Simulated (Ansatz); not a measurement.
Hydrogen, H$_{2}$: measurement beside calculation (Ansatz, PBE0-D4/def2-TZVP geometry).

Bond lengths: .

Measured: 32937.7554 ± 0.0016 cm⁻¹ (X 1Sigma_g+ level energy of v=11, J=1 above v=0, J=0 (rovibrational term value, not a fundamental), two-photon Doppler-free REMPI combined with known EF level energies); 33186.4791 ± 0.0016 cm⁻¹ (X 1Sigma_g+ level energy of v=11, J=3 above v=0, J=0 (rovibrational term value, not a fundamental), two-photon Doppler-free REMPI combined with known EF level energies); 33380.1025 ± 0.0033 cm⁻¹ (X 1Sigma_g+ level energy of v=11, J=4 above v=0, J=0 (rovibrational term value, not a fundamental), two-photon Doppler-free REMPI combined with known EF level energies); 33615.5371 ± 0.0018 cm⁻¹ (X 1Sigma_g+ level energy of v=11, J=5 above v=0, J=0 (rovibrational term value, not a fundamental), two-photon Doppler-free REMPI combined with known EF level energies); 4155 cm⁻¹ (H-H stretch, Q1(1) rotational-vibrational transition, ortho-H2, Raman spectroscopy); 4161.16636 ± 0.00015 cm⁻¹ (H2, X 1Sigma_g+, v=0 to 1, J=0 to 0 fundamental (anharmonic), two-photon Doppler-free REMPI, combination differences); 4155.254 ± 0.00021 cm⁻¹ (H2, X 1Sigma_g+, v=0 to 1, J=1 to 1, two-photon Doppler-free REMPI, combination differences); 4143.46553 ± 0.00015 cm⁻¹ (H2, X 1Sigma_g+, v=0 to 1, J=2 to 2, two-photon Doppler-free REMPI, combination differences). Source: Precision measurements and test of molecular theory in highly excited vibrational states of H2 (v = 11), 2016 (pmc:7154793); Incorporation of H_2 in vitreous silica, qualitative and quantitative determination from Raman and infrared spectroscopy, 2006 (arxiv:physics/0608311); Precision spectroscopy of the $X\,^{1}\Sigma_{g}^{+}, v=0\rightarrow 1$ ($J=0-2$) rovibrational splittings in H$_{2}$, HD and D$_{2}$, 2014 (arxiv:1404.0184).

Harmonic PBE0-D4 wavenumbers (cm⁻¹, unscaled): 4415. Fundamentals include anharmonicity and usually lie a few per cent under these; harmonic values from spectra compare directly.

Enthalpy of formation at 298 K: 0.0 kcal/mol (zero for an element's reference state; older measured values of the G2 set, as listed by Staroverov and co-workers, J. Chem. Phys. 119, 12129, 2003). With their computed zero-point and thermal terms and the atoms' enthalpies of Curtiss and co-workers (1997) it gives an electronic atomization energy of 109.6 kcal/mol.

```json
{"level": "LDA (SPW92)", "atomization (kcal/mol)": "113.0", "error": "3.4", "error per bond": "3.4"}
{"level": "PBE-D4", "atomization (kcal/mol)": "104.8", "error": "-4.8", "error per bond": "-4.8"}
{"level": "revPBE-D4", "atomization (kcal/mol)": "105.9", "error": "-3.7", "error per bond": "-3.7"}
{"level": "BLYP-D4", "atomization (kcal/mol)": "109.6", "error": "0.0", "error per bond": "0.0"}
{"level": "r2SCAN-D4", "atomization (kcal/mol)": "107.6", "error": "-2.0", "error per bond": "-2.0"}
{"level": "B97M-V", "atomization (kcal/mol)": "107.9", "error": "-1.7", "error per bond": "-1.7"}
{"level": "PBE0-D4", "atomization (kcal/mol)": "104.5", "error": "-5.1", "error per bond": "-5.1"}
{"level": "B3LYP-D4", "atomization (kcal/mol)": "110.3", "error": "0.7", "error per bond": "0.7"}
{"level": "r2SCANh-D4", "atomization (kcal/mol)": "107.4", "error": "-2.2", "error per bond": "-2.2"}
{"level": "r2SCAN0-D4", "atomization (kcal/mol)": "107.2", "error": "-2.4", "error per bond": "-2.4"}
{"level": "HSE06-D4", "atomization (kcal/mol)": "104.5", "error": "-5.1", "error per bond": "-5.1"}
{"level": "BHLYP-D4", "atomization (kcal/mol)": "108.6", "error": "-1.0", "error per bond": "-1.0"}
{"level": "CAM-B3LYP-D4", "atomization (kcal/mol)": "109.2", "error": "-0.4", "error per bond": "-0.4"}
{"level": "ωB97X-V", "atomization (kcal/mol)": "107.7", "error": "-1.9", "error per bond": "-1.9"}
{"level": "ωB97M-V", "atomization (kcal/mol)": "108.6", "error": "-1.0", "error per bond": "-1.0"}
{"level": "B2PLYP", "atomization (kcal/mol)": "108.4", "error": "-1.2", "error per bond": "-1.2"}
{"level": "PBE-QIDH", "atomization (kcal/mol)": "104.6", "error": "-5.0", "error per bond": "-5.0"}
{"level": "PBE", "atomization (kcal/mol)": "104.7", "error": "-4.9", "error per bond": "-4.9"}
{"level": "revPBE", "atomization (kcal/mol)": "105.6", "error": "-4.0", "error per bond": "-4.0"}
{"level": "BLYP", "atomization (kcal/mol)": "109.5", "error": "-0.1", "error per bond": "-0.1"}
{"level": "r2SCAN", "atomization (kcal/mol)": "107.6", "error": "-2.0", "error per bond": "-2.0"}
{"level": "PBE0", "atomization (kcal/mol)": "104.4", "error": "-5.2", "error per bond": "-5.2"}
{"level": "B3LYP", "atomization (kcal/mol)": "110.2", "error": "0.6", "error per bond": "0.6"}
{"level": "r2SCANh", "atomization (kcal/mol)": "107.4", "error": "-2.2", "error per bond": "-2.2"}
{"level": "r2SCAN0", "atomization (kcal/mol)": "107.2", "error": "-2.4", "error per bond": "-2.4"}
{"level": "HSE06", "atomization (kcal/mol)": "104.5", "error": "-5.1", "error per bond": "-5.1"}
{"level": "BHLYP", "atomization (kcal/mol)": "108.5", "error": "-1.1", "error per bond": "-1.1"}
{"level": "CAM-B3LYP", "atomization (kcal/mol)": "109.2", "error": "-0.4", "error per bond": "-0.4"}
{"level": "LC-ωPBE", "atomization (kcal/mol)": "104.3", "error": "-5.3", "error per bond": "-5.3"}
{"level": "HF/def2-TZVPP", "atomization (kcal/mol)": "83.6", "error": "-26.0", "error per bond": "-26.0"}
{"level": "MP2/def2-TZVPP", "atomization (kcal/mol)": "103.5", "error": "-6.1", "error per bond": "-6.1"}
{"level": "SCS-MP2/def2-TZVPP", "atomization (kcal/mol)": "107.5", "error": "-2.1", "error per bond": "-2.1"}
{"level": "CCSD/def2-TZVPP", "atomization (kcal/mol)": "108.4", "error": "-1.2", "error per bond": "-1.2"}
{"level": "CCSD(T)/def2-TZVPP", "atomization (kcal/mol)": "108.4", "error": "-1.2", "error per bond": "-1.2"}
{"level": "HF/def2-QZVPP", "atomization (kcal/mol)": "83.8", "error": "-25.8", "error per bond": "-25.8"}
{"level": "MP2/def2-QZVPP", "atomization (kcal/mol)": "104.6", "error": "-5.0", "error per bond": "-5.0"}
{"level": "SCS-MP2/def2-QZVPP", "atomization (kcal/mol)": "108.7", "error": "-0.9", "error per bond": "-0.9"}
{"level": "CCSD/def2-QZVPP", "atomization (kcal/mol)": "109.1", "error": "-0.5", "error per bond": "-0.5"}
{"level": "CCSD(T)/def2-QZVPP", "atomization (kcal/mol)": "109.1", "error": "-0.5", "error per bond": "-0.5"}
{"level": "HF/CBS(def2)", "atomization (kcal/mol)": "83.8", "error": "-25.8", "error per bond": "-25.8"}
{"level": "MP2/CBS(def2)", "atomization (kcal/mol)": "105.2", "error": "-4.4", "error per bond": "-4.4"}
{"level": "CCSD/CBS(def2)", "atomization (kcal/mol)": "109.6", "error": "0.0", "error per bond": "0.0"}
{"level": "CCSD(T)/CBS(def2)", "atomization (kcal/mol)": "109.6", "error": "0.0", "error per bond": "0.0"}
```

Functionals use def2-TZVPP; B3LYP here is the variant with VWN-RPA as its local correlation; programs differ in this. The calculations leave out spin–orbit coupling, scalar relativity and, for the correlated methods, core correlation; together these are worth up to about 1 kcal/mol a heavy atom. HSE06 is defined as in plane-wave codes. CBS extrapolates def2-TZVPP and def2-QZVPP. T1 = 0.006.
